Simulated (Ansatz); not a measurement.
# How far each method lies from RCCSDTQ for As$_{2}$, singlet

Geometry: a PBE0/def2-TZVP stationary point for this spin.

```yaml
atoms:
  - { symbol: As, position_ang: [0.0000, 0.0000, 0.0000] }
  - { symbol: As, position_ang: [0.0000, 0.0000, 2.0890] }
```

Basis cc-pVDZ; Ansatz 0.2.0. Only valence electrons are correlated (noble-gas cores and the filled d shells of p-block atoms frozen), which leaves 10 electrons in 26 orbitals. Prefix R: restricted or restricted open-shell reference; prefix U: unrestricted. Active spaces: valence = (10e, 8o) chosen from the atoms' valence shells. No spin–orbit coupling is included, and no scalar relativity.

Full CI isn't at hand for all of this; RCCSDTQ serves as the reference, and is uncertain by about the last step of the cluster series. The frozen core follows each run's orbitals, which can shift R against U totals by a few meV for light atoms and by up to 0.1 eV past Ca.

```
UHF ⟨S²⟩                          : 0.952
T1 diagnostic (RCCSD)             : 0.0158
largest doubles amplitude (RCCSD) : 0.146
```

```csv
level,E − E(RHF) (eV)
RMP2,-5.6560
RCCSD,-6.0272
RCCSD(T),-6.3765
```

Problem. Estimate how far RCCSDTQ in cc-pVDZ lies from RCCSD(T). The table doesn't fix it; the size of (T) and the diagnostics are the guide.

Solution. RCCSDTQ in cc-pVDZ lies 5.6 kJ/mol below RCCSD(T), which is 17 % of the (T) step (-33.7 kJ/mol). A doubles amplitude is large, RHF is unstable towards spin polarisation, but (T) still catches most of what CCSD lacks. The miss exceeds 1 kcal/mol.

The other levels:

| level | E − E(RCCSDTQ) (kJ/mol) | share of correlation (%) | wall time |
| --- | --- | --- | --- |
| CISD | 93.3 | 84.96 | 4.4 s |
| BCCD(T) | 5.6 | 99.10 | 4 s |
| RCCSDT | 4.6 | 99.26 | – |
| RCCSDT(Q) | -0.4 | 100.06 | 8.5 s |
| CASSCF (valence space) | 377.3 | 39.22 | – |
| NEVPT2 (valence space) | 75.6 | 87.82 | 10 s |
| MRCISD (valence space) | 26.4 | 95.74 | – |
| MRCISD+Q (valence space) | -1.2 | 100.19 | 13 s |

The correlation energy at RCCSDTQ, counted from RHF, is -6.434 eV. That run took 1.8 min on 1 thread of Intel Xeon, shared host.

Run but not shown, since their state or frozen core can't be matched to the reference's or they repeat it: UHF, UMP2, UCCSD, UCCSD(T), UCCSDT, UCCSDT(Q).

Times hold each run's SCF and search for its determinant on a shared host, so for small cases they say little of a method's own cost; they ran on 1 thread of Intel Xeon.

Natural occupations of CASSCF (valence space) about the gap: 1.994 1.987 1.969 1.900 1.900 0.107 0.107 0.034; effectively unpaired electrons, Σ n²(2−n)², 0.16.

Atomization energy (electronic, same basis, no zero-point term; atoms at the same level, unrestricted beside the R rows where the molecule is a closed shell, but restricted open-shell past Ca, as are all atoms' steps beyond CCSDT(Q)) at RCCSDTQ: 290.7 kJ/mol. Errors of other levels:

| level | error (kJ/mol) |
| --- | --- |
| RHF | -249.9 |
| RMP2 | 7.4 |
| CISD | -84.8 |
| RCCSD | -34.1 |
| RCCSD(T) | -4.2 |
| BCCD(T) | -4.2 |
| RCCSDT | -4.2 |
| RCCSDT(Q) | 0.5 |
| CASSCF (valence space) | -6.4 |
| NEVPT2 (valence space) | 3.2 |
| MRCISD (valence space) | -17.7 |
| MRCISD+Q (valence space) | -7.6 |

This basis is far from its limit, so the value isn't to be set against a measured one. Truncated CI isn't size-consistent, which counts against it in atomization.
